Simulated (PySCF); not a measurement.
Species: C₅H₈.
Geometry (PBE0-D3(BJ)/def2-TZVP, Å), atoms numbered from 1 in this order:
```xyz
13
C5H8 angstrom
C      2.2140   -1.0631   -0.5250
C      1.2196   -0.5607   -0.0765
C      0.0024    0.0485    0.4459
C     -1.2144   -0.8275    0.1501
C     -0.1789    1.4621   -0.1053
H      3.0966   -1.5108   -0.9162
H      0.1166    0.1182    1.5348
H     -1.0897   -1.8287    0.5646
H     -1.3627   -0.9219   -0.9278
H     -2.1126   -0.3810    0.5830
H     -0.2953    1.4355   -1.1909
H      0.6820    2.0899    0.1282
H     -1.0716    1.9220    0.3250
```

All values: wB97X-D/pcSseg-2 (PySCF, non-relativistic), on one gas-phase PBE0-D3(BJ)/def2-TZVP geometry that isn't relaxed in the solvent. The solvent is an IEF-PCM continuum (Bondi radii, 1.10 Å for H, scaled by 1.2). Only the electrostatic response of the medium enters.

Gas phase at wB97X-D/pcSseg-2: HOMO -9.55 eV, LUMO 2.16 eV, dipole 0.80 D.

Q: What does the continuum do to the energy, the frontier levels and the dipole at wB97X-D/pcSseg-2 in chloroform?

A: 
```csv
solvent,ε,E(solvent) − E(gas) (kJ/mol),polarisation term (kJ/mol),distortion of the solute (kJ/mol),HOMO (eV),LUMO (eV),dipole (D)
chloroform,4.711,-9.75,-10.55,0.80,-9.65,2.27,1.05
```

Polarisation term: ½ Σ q·V over the induced surface charges. Distortion: the rise of the solute's own energy as its density leaves the gas-phase optimum.

Q: Give the dipole vector in the frame of the coordinates (D, pointing from negative to positive charge), gas and chloroform.

A: Gas (-0.68, 0.33, 0.26), solvent (-0.88, 0.43, 0.36). Its length changes by +30 % and its direction by 1°.

wB97X-D is run here without its empirical dispersion term; that term would change no orbital, density or response property at a fixed geometry.
